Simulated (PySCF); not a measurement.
Species: metal hydrosulfide, HLiS.
Numbering: `[Li:1][SH:2]` (hydrogens: H3 on S2)

The closed-shell ground state was solved at several levels (PySCF, density fitting, gas phase, non-relativistic). Geometry: PBE0-D3(BJ)/def2-TZVP; no solvent, vibrations or thermal averaging.

| level | basis functions | total energy (Eh) | HOMO (eV) | LUMO (eV) | gap (eV) | dipole (D) |
| --- | --- | --- | --- | --- | --- | --- |
| KT3/pcSseg-2 | 78 | -409.3754 | -4.62 | -2.20 | 2.42 | 6.70 |
| PBE0/pcSseg-2 | 78 | -406.2097 | -5.70 | -1.39 | 4.31 | 6.97 |
| B97-2/pcSseg-2 | 78 | -406.4010 | -5.44 | -1.39 | 4.05 | 6.99 |

(1) Estimate the row for wB97X-D/pcSseg-2, a basis of 78 functions; the other rows only guide the guess.

(2) Over all these levels, which gives the widest orbital gap and which the narrowest?

(3) In the pcSseg-2 basis, how does the gap go with the fixed share of exact exchange?

(4) How far do the dipole and the HOMO energy spread over the levels?

Results:

(1) Total energy -406.3742 Eh, HOMO -7.51 eV, LUMO -0.21 eV, gap 7.30 eV, dipole 7.16 D.

(2) wB97X-D/pcSseg-2 (range-separated hybrid) has the widest, 7.30 eV, and KT3/pcSseg-2 (GGA) the narrowest, 2.42 eV. From the narrowest to the widest the HOMO moves by -2.89 eV and the LUMO by +1.99 eV.

(3) KT3 (0 %) 2.42 eV; B97-2 (21 %) 4.05 eV; PBE0 (25 %) 4.31 eV. Each rise in the share widens the gap here.

(4) The dipole runs from 6.70 to 7.16 D (mean 6.96 D) and the HOMO from -7.51 to -4.62 eV.

wB97X-D is run here without its empirical dispersion term; that term would change no orbital, density or response property at a fixed geometry.
